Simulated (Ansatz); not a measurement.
Born–Oppenheimer molecular dynamics of CH7BS (10 atoms, charge 0, multiplicity 1). It starts at the highest image of a converged band, a first-order saddle point between two minima.

Computed with RKS r2SCANh-D4/cc-pVDZ (Ansatz 0.2.0).

```yaml
ensemble: NVE (velocity Verlet)
time_step: 0.5 fs
steps_asked: 200
starting_velocities_drawn_for: 100 K
seed: 10628
```

Frames 0.5 fs apart, positions in Å, forces in eV/Å.

Velocities at 15.0 fs (Å/ps):

```
B 1.43 -3.92 1.74
H -6.98 12.02 1.49
C -0.37 1.60 -1.84
H -10.33 -3.04 -7.09
H 7.36 -0.58 -7.45
H 13.07 -14.46 9.39
H 3.71 5.26 -3.73
S -0.69 0.75 0.02
H -1.58 -0.88 6.69
H 5.81 0.86 3.36
```

```xyz
10
Properties=species:S:1:pos:R:3:forces:R:3 time_fs=15.0 energy_less_start_eV=0.030 T=71
B 0.026 0.240 0.130 0.09 -0.23 0.06
H 0.018 -0.437 1.222 -0.06 -0.14 -0.15
C 1.379 0.050 -0.671 -0.59 0.19 -0.03
H 1.414 -0.917 -1.179 -0.10 -0.38 -0.02
H 1.487 0.799 -1.461 0.07 0.25 -0.08
H 2.237 0.094 -0.013 0.61 0.11 0.26
H -1.078 0.164 -0.343 -0.05 -0.07 -0.05
S -0.177 2.144 1.000 0.24 0.28 0.13
H 1.099 2.329 1.448 -0.17 -0.04 -0.12
H -0.115 0.707 1.521 -0.04 0.04 0.00
10
Properties=species:S:1:pos:R:3:forces:R:3 time_fs=15.5 energy_less_start_eV=0.025 T=75
B 0.026 0.238 0.131 0.09 -0.15 0.01
H 0.014 -0.431 1.222 -0.05 -0.22 -0.12
C 1.379 0.050 -0.672 -0.33 0.09 0.08
H 1.409 -0.919 -1.182 -0.09 -0.28 0.03
H 1.491 0.799 -1.465 0.06 0.22 -0.01
H 2.244 0.086 -0.009 0.35 0.10 0.05
H -1.077 0.167 -0.345 -0.05 -0.08 -0.04
S -0.177 2.144 1.000 0.26 0.28 0.14
H 1.098 2.328 1.451 -0.18 -0.04 -0.13
H -0.112 0.708 1.522 -0.06 0.07 -0.02
10
Properties=species:S:1:pos:R:3:forces:R:3 time_fs=16.0 energy_less_start_eV=0.025 T=76
B 0.027 0.236 0.132 0.09 -0.07 -0.04
H 0.010 -0.426 1.223 -0.03 -0.30 -0.08
C 1.378 0.051 -0.673 -0.06 -0.01 0.17
H 1.403 -0.922 -1.186 -0.08 -0.16 0.09
H 1.495 0.799 -1.469 0.05 0.17 0.06
H 2.253 0.080 -0.003 0.08 0.10 -0.16
H -1.075 0.169 -0.347 -0.06 -0.09 -0.03
S -0.177 2.145 1.000 0.26 0.27 0.16
H 1.097 2.328 1.454 -0.17 -0.03 -0.13
H -0.109 0.708 1.524 -0.07 0.11 -0.04
10
Properties=species:S:1:pos:R:3:forces:R:3 time_fs=16.5 energy_less_start_eV=0.029 T=72
B 0.028 0.234 0.133 0.08 0.01 -0.09
H 0.007 -0.421 1.223 -0.02 -0.37 -0.05
C 1.378 0.052 -0.674 0.19 -0.12 0.24
H 1.397 -0.925 -1.189 -0.07 -0.03 0.16
H 1.499 0.800 -1.472 0.04 0.12 0.14
H 2.261 0.073 0.001 -0.17 0.10 -0.37
H -1.073 0.171 -0.349 -0.05 -0.10 -0.02
S -0.178 2.145 1.000 0.25 0.26 0.17
H 1.095 2.327 1.457 -0.15 -0.02 -0.13
H -0.107 0.709 1.526 -0.09 0.14 -0.05
10
Properties=species:S:1:pos:R:3:forces:R:3 time_fs=17.0 energy_less_start_eV=0.037 T=65
B 0.029 0.232 0.134 0.06 0.08 -0.14
H 0.003 -0.418 1.223 0.00 -0.43 -0.02
C 1.378 0.053 -0.675 0.41 -0.22 0.29
H 1.392 -0.928 -1.192 -0.05 0.09 0.21
H 1.503 0.802 -1.476 0.02 0.06 0.22
H 2.269 0.067 0.005 -0.39 0.11 -0.54
H -1.072 0.173 -0.351 -0.05 -0.10 -0.01
S -0.178 2.146 1.000 0.23 0.25 0.17
H 1.093 2.326 1.459 -0.12 -0.01 -0.12
H -0.104 0.710 1.527 -0.11 0.17 -0.07
10
Properties=species:S:1:pos:R:3:forces:R:3 time_fs=17.5 energy_less_start_eV=0.046 T=56
B 0.030 0.230 0.134 0.04 0.13 -0.19
H -0.001 -0.415 1.223 0.01 -0.47 0.00
C 1.378 0.053 -0.676 0.59 -0.31 0.32
H 1.386 -0.930 -1.194 -0.04 0.19 0.26
H 1.507 0.803 -1.479 0.00 0.01 0.29
H 2.276 0.061 0.008 -0.57 0.11 -0.67
H -1.071 0.175 -0.354 -0.04 -0.11 0.00
S -0.178 2.146 1.000 0.20 0.24 0.18
H 1.090 2.326 1.461 -0.08 0.01 -0.11
H -0.102 0.712 1.528 -0.12 0.19 -0.08
10
Properties=species:S:1:pos:R:3:forces:R:3 time_fs=18.0 energy_less_start_eV=0.054 T=48
B 0.030 0.228 0.135 0.03 0.18 -0.22
H -0.005 -0.413 1.223 0.03 -0.51 0.02
C 1.377 0.054 -0.676 0.72 -0.38 0.33
H 1.379 -0.933 -1.196 -0.02 0.28 0.29
H 1.511 0.804 -1.481 -0.02 -0.04 0.34
H 2.281 0.055 0.009 -0.69 0.12 -0.76
H -1.069 0.176 -0.356 -0.03 -0.11 0.01
S -0.178 2.147 1.000 0.16 0.22 0.17
H 1.087 2.325 1.463 -0.04 0.02 -0.10
H -0.101 0.714 1.529 -0.13 0.22 -0.08
10
Properties=species:S:1:pos:R:3:forces:R:3 time_fs=18.5 energy_less_start_eV=0.060 T=43
B 0.031 0.226 0.136 0.01 0.21 -0.25
H -0.008 -0.413 1.223 0.04 -0.53 0.02
C 1.377 0.055 -0.677 0.79 -0.44 0.33
H 1.373 -0.935 -1.197 -0.01 0.35 0.31
H 1.516 0.806 -1.482 -0.03 -0.07 0.38
H 2.285 0.049 0.008 -0.76 0.13 -0.80
H -1.068 0.177 -0.358 -0.02 -0.11 0.02
S -0.179 2.147 1.000 0.12 0.21 0.17
H 1.085 2.324 1.464 0.01 0.03 -0.08
H -0.099 0.717 1.530 -0.15 0.23 -0.09
10
Properties=species:S:1:pos:R:3:forces:R:3 time_fs=19.0 energy_less_start_eV=0.061 T=42
B 0.032 0.224 0.136 -0.01 0.23 -0.27
H -0.012 -0.414 1.223 0.05 -0.53 0.02
C 1.378 0.055 -0.678 0.80 -0.48 0.31
H 1.367 -0.936 -1.198 0.01 0.38 0.31
H 1.520 0.807 -1.483 -0.05 -0.10 0.39
H 2.287 0.044 0.005 -0.77 0.13 -0.79
H -1.067 0.178 -0.360 0.00 -0.11 0.02
S -0.179 2.148 1.001 0.08 0.19 0.16
H 1.082 2.324 1.465 0.06 0.05 -0.07
H -0.098 0.720 1.531 -0.16 0.24 -0.09
10
Properties=species:S:1:pos:R:3:forces:R:3 time_fs=19.5 energy_less_start_eV=0.058 T=45
B 0.033 0.223 0.137 -0.03 0.23 -0.28
H -0.015 -0.416 1.223 0.06 -0.52 0.01
C 1.378 0.056 -0.678 0.75 -0.51 0.28
H 1.361 -0.936 -1.197 0.02 0.38 0.30
H 1.524 0.808 -1.482 -0.07 -0.11 0.39
H 2.288 0.039 0.001 -0.72 0.13 -0.74
H -1.066 0.179 -0.362 0.01 -0.11 0.03
S -0.179 2.148 1.001 0.03 0.18 0.15
H 1.079 2.323 1.467 0.11 0.06 -0.05
H -0.097 0.724 1.531 -0.17 0.24 -0.08
10
Properties=species:S:1:pos:R:3:forces:R:3 time_fs=20.0 energy_less_start_eV=0.051 T=51
B 0.034 0.221 0.138 -0.05 0.22 -0.28
H -0.019 -0.420 1.223 0.08 -0.49 -0.02
C 1.379 0.056 -0.679 0.65 -0.51 0.24
H 1.355 -0.935 -1.196 0.04 0.36 0.26
H 1.527 0.808 -1.481 -0.09 -0.10 0.37
H 2.286 0.034 -0.006 -0.62 0.13 -0.64
H -1.065 0.179 -0.364 0.02 -0.10 0.04
S -0.179 2.149 1.001 -0.01 0.17 0.15
H 1.077 2.323 1.468 0.16 0.07 -0.03
H -0.097 0.728 1.532 -0.18 0.24 -0.07
10
Properties=species:S:1:pos:R:3:forces:R:3 time_fs=20.5 energy_less_start_eV=0.042 T=60
B 0.034 0.219 0.138 -0.06 0.20 -0.27
H -0.022 -0.424 1.223 0.09 -0.45 -0.05
C 1.379 0.057 -0.679 0.49 -0.49 0.20
H 1.349 -0.933 -1.194 0.04 0.30 0.21
H 1.531 0.809 -1.478 -0.10 -0.08 0.32
H 2.283 0.030 -0.014 -0.46 0.13 -0.50
H -1.064 0.179 -0.366 0.03 -0.10 0.04
S -0.179 2.149 1.001 -0.04 0.16 0.14
H 1.075 2.323 1.468 0.19 0.08 -0.02
H -0.097 0.733 1.532 -0.19 0.23 -0.06
```

Of the whole run (100 fs, mean temperature of the second half 252 K): The conserved energy stayed within 0.068 meV per atom of its start (net change 0.032 meV per atom), so the integration is sound. The kinetic energy rose, since the run started high on the potential surface and went downhill. It ends in pieces (CH5B + H2S), so much of that is their flight and rotation, not heat. A run of 0.1 ps of so small a system gives no equilibrium averages. The orbitals stay closed-shell, which can raise the energy where a bond breaks towards radicals; this wasn't checked here.

The run took 7.7 min on 2 threads of Arm Neoverse V1, on a shared host, peak memory 0.17 GiB.
